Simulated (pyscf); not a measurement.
PySCF, gas phase, ωB97X-D3(BJ)/def2-SVP geometries.

**Question.** Estimate by transition-state theory the rate constant of `[OH][AsH][OH]` + `[GaH3]` -> `[OH][AsH][O][GaH2]` + `[H][H]` (singlet surface; H–O, Ga–H broken, Ga–O, H–H formed) at 298 K, with ωB97M-D3(BJ)/def2-TZVP energies (ideal gas, 1 atm, RRHO with modes under 100 cm⁻¹ raised to 100, one conformer, R ln 2 for chiral ones without a mode under 150 cm⁻¹; no tunnelling).

**Answer.** The electronic barrier is 9.4 kcal/mol and the thermal terms add +10.0, so ΔG‡ = 19.5 kcal/mol. With k_BT/h = 6.21e+12 s⁻¹ and RT = 0.592 kcal/mol, and a volume of 4.06e-20 cm³ per molecule at 1 atm, k = 1.3e-21 cm³ molecule⁻¹ s⁻¹. Wigner's tunnelling factor for 1352i cm⁻¹ would be 2.77, likely too low at so high a frequency. A shift of 1 kcal/mol in the barrier changes k by a factor 5.4. On the reactant side the descent ends in an adduct with a Ga–O contact, 16.4 kcal/mol under the separated species and 22.4 kcal/mol under the saddle at ωB97X-D3(BJ)/def2-TZVP. On the product side the descent ends in an adduct with a As–Ga, Ga–O contact, 1.5 kcal/mol under the separated species and 31.0 kcal/mol under the saddle at ωB97X-D3(BJ)/def2-TZVP. What is counted as formed (Ga–O) is already present as a longer contact in the reactant adduct; forming that adduct is a step of its own. At the saddle there is also a short Ga–H contact that neither side keeps. At ωB97X-D3(BJ) the barrier from the zero used here is 6.0 kcal/mol. HO–AsH–O–GaH₂ is closed by a dative Ga–O, As–Ga contact. One saddle was located; it need not be the lowest between these sides. Elements up to Kr have no core potential and no relativistic terms here.
